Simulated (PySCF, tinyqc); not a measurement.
CIS on RHF in the sto-6g basis, for LiH, spin multiplicity 1, step by step. The lowest restricted solution is unstable here: a spin-polarised one lies 0.0001 hartree lower (PySCF). One step of it, computed by the program tinyqc.

Problem. Orthogonalisation. S = U s U^T; symmetric (Loewdin) form X = U s^(-1/2) U^T, so that X^T S X = 1.

overlap S:
```
,1Li 1s,1Li 2s,1Li 2px,1Li 2py,1Li 2pz,2H 1s
1Li 1s,1.000000,0.235742,0.000000,0.000000,0.000000,0.024904
1Li 2s,0.235742,1.000000,0.000000,0.000000,0.000000,0.287454
1Li 2px,0.000000,0.000000,1.000000,0.000000,0.000000,0.000000
1Li 2py,0.000000,0.000000,0.000000,1.000000,0.000000,0.000000
1Li 2pz,0.000000,0.000000,0.000000,0.000000,1.000000,0.404273
2H 1s,0.024904,0.287454,0.000000,0.000000,0.404273,1.000000
```

Give: eigenvalues of S; X.

Solution.

eigenvalues of S: 0.4893  0.8086  1.0000  1.0000  1.1770  1.5251

X:
```
,1Li 1s,1Li 2s,1Li 2px,1Li 2py,1Li 2pz,2H 1s
1Li 1s,1.0223,-0.1268,0.0000,0.0000,-0.0063,0.0171
1Li 2s,-0.1268,1.0617,0.0000,0.0000,0.0549,-0.1752
1Li 2px,0.0000,0.0000,1.0000,0.0000,0.0000,0.0000
1Li 2py,0.0000,0.0000,0.0000,1.0000,0.0000,0.0000
1Li 2pz,-0.0063,0.0549,0.0000,0.0000,1.0752,-0.2411
2H 1s,0.0171,-0.1752,0.0000,0.0000,-0.2411,1.1139
```
